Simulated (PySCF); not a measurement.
Compound: H4NP.
Atom-mapped SMILES: `[NH:1]=[PH3:2]` (hydrogens: H3 on N1; H4, H5, H6 on P2)

Method: core-valence-separated Tamm–Dancoff BHandHLYP/aug-pcX-1 (pcseg-1 on H, def2-SVPD on P) in PySCF, non-relativistic, gas phase, PBE0-D3(BJ)/def2-SVP geometry. Absolute energies from this functional tend to lie a few eV below measured edges; no shift was applied.

Give energies, oscillator strengths and core holes at the N K edge.

```json
{"E (eV)": "397.41", "f": "0.0326", "core hole on": "N1", "main final orbital": "LUMO (85 %)"}
{"E (eV)": "399.04", "f": "0.0211", "core hole on": "N1", "main final orbital": "LUMO+1 (56 %)"}
{"E (eV)": "399.31", "f": "0.0301", "core hole on": "N1", "main final orbital": "LUMO+3 (60 %)"}
{"E (eV)": "399.68", "f": "0.0036", "core hole on": "N1", "main final orbital": "LUMO+2 (67 %)"}
{"E (eV)": "400.11", "f": "0.0135", "core hole on": "N1", "main final orbital": "LUMO+4 (58 %)"}
{"E (eV)": "401.06", "f": "0.0107", "core hole on": "N1", "main final orbital": "LUMO+5/LUMO+6 (2 roots, f summed)"}
```

The first line with a tenth or more of the strongest one's intensity is at 397.41 eV (f = 0.033), with the hole on N1 (nitrogen bonded to P and H). It is also the strongest listed.

Roots within 0.03 eV whose holes lie on the same, on equivalent or on shared atoms are summed into one line, and the highest roots are left out, as the search may have cut off their partners. Final orbitals are the ground state's empty Kohn–Sham orbitals.

What are the wavelength and the wavenumber of the 399.68 eV line?

λ = 12398.42 eV Å/399.68 eV = 31.021 Å; 3.2236 × 10⁶ cm⁻¹.

Only the lowest roots of each edge were sought.
